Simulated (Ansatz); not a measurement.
This script drives the Ansatz DFT code, driven from Python.

`disp_c5h9cl.py`:
```python
'''Dispersion corrections for C5H9Cl.'''

import ansatz as az
from rdkit import Chem
from rdkit.Chem import AllChem

BASIS = 'def2-SVP'


def main() -> None:
    # a force-field geometry from the SMILES
    rd = Chem.AddHs(Chem.MolFromSmiles('CC1(Cl)CCC1'))
    AllChem.EmbedMolecule(rd, randomSeed=254)
    AllChem.UFFOptimizeMolecule(rd)
    system = az.Crystal.molecule()
    for atom, xyz in zip(rd.GetAtoms(), rd.GetConformer().GetPositions()):
        system = system.atom(atom.GetSymbol(), xyz.round(5).tolist())

    calc = system.calculation().basis(gaussian=BASIS)
    for name in ['revpbe', 'pbe']:
        for correction in ('d3bj', 'd4'):
            rep = calc.functional(name, dispersion=correction).run(threads=1).report
            print(f'{name:8s} {correction:5s} total {rep["free_energy_ev"]:.5f} eV, of which dispersion {1000 * rep["dispersion"]["energy"]["ev"]:.2f} meV')


if __name__ == '__main__':
    main()
```

It is started by `python disp_c5h9cl.py`. How long does it take on 1 thread of Arm Neoverse V1 (shared host), and how much memory does it need?

It took about 20 s, with a peak of 0.3 GiB, for 4 runs of the engine.

```console
$ python disp_c5h9cl.py
revpbe   d3bj  total -17843.24515 eV, of which dispersion -964.74 meV
revpbe   d4    total -17843.47829 eV, of which dispersion -1197.87 meV
pbe      d3bj  total -17834.01654 eV, of which dispersion -380.40 meV
pbe      d4    total -17834.00019 eV, of which dispersion -364.05 meV
```

Total energies depend on the basis set; only differences at equal settings carry meaning. The geometry is a force-field or estimated start, not a minimum of this method, and the basis set is short of its limit. D4 holds the three-body term, and d3bj doesn't.
